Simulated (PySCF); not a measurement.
# C: ionisation energy

C [He] 2s2 2p2 (3P) → C+ [He] 2s2 2p1 (2P), as a difference of total energies. Computed with PySCF 2.14 in cc-pVDZ (3s2p1d, 14 functions), with no relativity, point nucleus. Correlated levels: valence: 1s2 frozen. The calculations carry no spin-orbit coupling.

| method | ionisation energy (eV) | error (eV) |
| --- | --- | --- |
| UHF | 10.803 | -0.459 |
| LDA | 11.643 | +0.381 |
| M06-L | 11.515 | +0.253 |
| MP2 (valence) | 11.088 | -0.174 |
| SCS-MP2 (valence) | 10.982 | -0.280 |
| CCSD (valence) | 10.972 | -0.290 |
| CCSD(T) (valence) | 10.979 | -0.283 |

Reference: 11.262 eV (measured; NIST levels, between the centres of gravity of the two terms).

Errors of the correlated levels include the incompleteness of this basis and the frozen core.
